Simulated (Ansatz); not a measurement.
Cost and result for the atomization energy of C$_{6}$H$_{8}$ (`C=C(C)C#CC`) (14 atoms, 13 bonds).

Cartesian coordinates in Å:
```
C -0.412 1.892 1.143
C -0.115 1.131 0.087
C 0.137 1.702 -1.278
C -0.019 -0.287 0.201
C 0.074 -1.487 0.245
C 0.179 -2.931 0.318
H -0.482 2.970 1.048
H -0.589 1.458 2.119
H 0.043 2.788 -1.270
H -0.572 1.291 -2.002
H 1.139 1.436 -1.626
H -0.798 -3.401 0.179
H 0.849 -3.316 -0.455
H 0.567 -3.247 1.290
```

Total charge 0; spin multiplicity 1. The geometry is a stationary point of PBE0-D4/def2-TZVP. Program: Ansatz. All runs use 4 threads of an Arm Neoverse V1 on a shared host. Times are those of one run each, without the atoms' runs, and a repeat can differ threefold. Electronic energies, without spin–orbit coupling; frozen cores. CCSD(T)/CBS adds CCSD(T) − MP2 in def2-TZVPP to the MP2 limit, and its time is that of the two runs behind it. T1 = 0.011; the RHF reference is unstable towards UHF. B3LYP takes the VWN-RPA correlation (the form of Gaussian; ORCA's B3LYP/G).

CCSD(T)/CBS is a level of theory with its own doubt, some kJ/mol a heavy atom from the limit and from the frozen cores, so smaller differences don't rank the functionals.

| level | functions | wall time |
| --- | --- | --- |
| PBE-D4/def2-TZVPP (with forces) | 298 | 3.3 s |
| PBE0-D4/def2-TZVPP | 298 | 3.8 s |
| r2SCAN-D4/def2-TZVPP (with forces) | 298 | 5.5 s |
| B3LYP-D4/def2-TZVPP (with forces) | 298 | 6.5 s |
| B2PLYP/def2-TZVPP | 298 | 8 s |
| ωB97X-V/def2-TZVPP | 298 | 9.5 s |
| ωB97M-V/def2-TZVPP (with forces) | 298 | 15 s |
| MP2/def2-QZVPP | 582 | 40 s |
| CCSD(T)/def2-TZVPP | 298 | 18 min |
| CCSD(T)/CBS(def2) | – | 18 min |

Q: What atomization energy does each give, and how far from CCSD(T)/CBS? (Estimate.)

A: Computed: 
| level | atomization (kJ/mol) | difference from CCSD(T)/CBS | per bond |
| --- | --- | --- | --- |
| PBE-D4/def2-TZVPP (with forces) | 6244.9 | 190.3 | 14.6 |
| PBE0-D4/def2-TZVPP | 6136.5 | 81.9 | 6.3 |
| r2SCAN-D4/def2-TZVPP (with forces) | 6092.9 | 38.3 | 2.9 |
| B3LYP-D4/def2-TZVPP (with forces) | 6083.3 | 28.7 | 2.2 |
| B2PLYP/def2-TZVPP | 6030.2 | -24.4 | -1.9 |
| ωB97X-V/def2-TZVPP | 6055.6 | 1.0 | 0.1 |
| ωB97M-V/def2-TZVPP (with forces) | 6078.0 | 23.4 | 1.8 |
| MP2/def2-QZVPP | 6116.1 | 61.5 | 4.7 |
| CCSD(T)/def2-TZVPP | 5921.0 | -133.6 | -10.3 |
| CCSD(T)/CBS(def2) | 6054.6 | 0.0 | 0.0 |

The D4 term adds +40.0 kJ/mol with B3LYP and +21.2 kJ/mol with PBE0; it sums over pairs of atoms, weighted by their polarisabilities, and B3LYP, whose exchange is more repulsive, gets the larger term. From PBE to PBE0 (25 % exact exchange), in def2-TZVPP and without D4, the atomization energy moves by −104.4 kJ/mol: exact exchange takes away binding that semilocal exchange gives to molecules. In def2-TZVPP, CCSD(T) changes the Hartree–Fock value by +1386.8 kJ/mol (the triples alone add +94.6 kJ/mol) and MP2 by +1503.6 kJ/mol; breaking electron pairs costs correlation energy, which Hartree–Fock lacks.
